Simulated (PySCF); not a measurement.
Order these species by their calculated properties.

All species are isolated and taken at one optimised geometry, non-relativistic unless stated. Electronic properties by PySCF.

Dipoles, sizes and rotational constants follow the conformer. The torsions of the flexible species, by atom-mapped SMILES:
- `[CH3:1][S@@:2](=[O:3])[C@@H:4]1[CH2:5][CH:6]=[CH:7][S:8]1`: C1–S2–C4–C5 -165°
- `[CH3:1][CH:2]([CH3:3])[C@@H:4]1[CH2:5][C@H:6]1[CH2:7][SH:8]`: C1–C2–C4–C5 154°, C5–C6–C7–S8 -85°, H–S8–C7–C6 56°
- `[CH3:1][P:2]([NH2:3])[c:4]1[cH:5][cH:6][cH:7][c:8]([F:9])[cH:10]1`: C1–P2–C4–C5 81°, H–N3–P2–C1 -177°, H–N3–P2–C1 65°
- `[CH2:1]=[CH:2][C:3]1([CH:4]=[O:5])[CH2:6][O:7][CH2:8]1`: C1–C2–C3–C4 -87°, C2–C3–C4–O5 -106°
- `[F:1][CH:2]1[CH2:3][P:4]([n:5]2[cH:6][cH:7][cH:8][cH:9]2)[CH2:10]1`: C3–P4–N5–C6 141°
- `[CH3:1][O:2][C@@H:3]1[CH2:4][CH:5]=[CH:6][C:7]1=[O:8]`: C1–O2–C3–C4 -172°
- `[CH3:1][CH2:2][CH2:3]/[C+:4]=[C:5]/[C:6](=[O:7])[OH:8]`: C1–C2–C3–C4 -24°, H–O8–C6–C5 -179°

The conformers of `FC(F)(F)C1=C[C@@H]2CC[C@H]1C2` aren't listed.

Question: Rank by dipole moment, lowest first (PBE0/pcSseg-1 at GFN2-xTB geometries).
A. `C=S` (CH2S)
B. `FC1CP(n2cccc2)C1` (C7H9FNP)
C. `C#C/C=C\C#Cc1ccco1` (C10H6O)
D. `C[S@@](=O)[C@@H]1CC=CS1` (C5H8OS2)
E. `CC(C)[C@@H]1C[C@H]1CS` (C7H14S)
F. `CP(N)C1=CC=CC(F)=C1` (C7H9FNP)
G. `C=CC1(C=O)COC1` (C6H8O2)

Answer: C (1.22 D), B (1.61 D), A (1.81 D), E (2.03 D), D (2.29 D), F (2.53 D), G (2.90 D).

By how much do the two ends of that ranking differ?

By 1.68 D, between `C=CC1(C=O)COC1` and `C#C/C=C\C#Cc1ccco1`.

Question: Rank by smallest rotational constant, highest first (GFN2-xTB).
A. `C=S` (CH2S)
B. `C=CC1(C=O)COC1` (C6H8O2)
C. `C(#C/C=C\C#C)c1occc1` (C10H6O)
D. `CO[C@@H]1CC=CC1=O` (C6H8O2)
E. `C(=O)(O)/[C]=[C+]/CCC` ([C6H8O2]+) [radical]
F. `CP(N)c1cccc(F)c1` (C7H9FNP)
G. `FC1CP(n2cccc2)C1` (C7H9FNP)

Answer: A (16.849 GHz), B (1.425 GHz), D (1.331 GHz), E (0.831 GHz), G (0.664 GHz), F (0.596 GHz), C (0.424 GHz).

By how much do the two ends of that ranking differ?

By 16.425 GHz, between `C=S` (CH2S) and `C#C/C=C\C#Cc1ccco1`.

Question: Rank by HOMO–LUMO gap, lowest first (PBE0/pcSseg-1 at GFN2-xTB geometries).
A. `C[S@@](=O)[C@@H]1CC=CS1`
B. `CC(C)[C@@H]1C[C@H]1CS`
C. `CO[C@@H]1CC=CC1=O`
D. `FC1CP(N2C=CC=C2)C1`
E. `CP(N)c1cccc(F)c1`
F. `FC(F)(F)C1=C[C@@H]2CC[C@H]1C2`

Answer: C (5.08 eV), E (5.51 eV), A (6.19 eV), D (6.37 eV), F (7.17 eV), B (7.51 eV).

Question: Rank by HOMO energy, highest first (PBE0/pcSseg-1 at GFN2-xTB geometries).
A. `CP(N)c1cccc(F)c1`
B. `FC1CP(N2C=CC=C2)C1`
C. `[C@H]1(OC)C(=O)C=CC1`
D. `C=CC1(C=O)COC1`
E. `FC(F)(F)C1=C[C@@H]2CC[C@H]1C2`

Answer: A (-6.16 eV), B (-6.36 eV), C (-6.69 eV), D (-7.48 eV), E (-7.65 eV).

Give the two extremes of that set in hartree.

`FC(F)(F)C1=C[C@@H]2CC[C@H]1C2`: -0.281 Eh; `CP(N)c1cccc(F)c1`: -0.226 Eh.
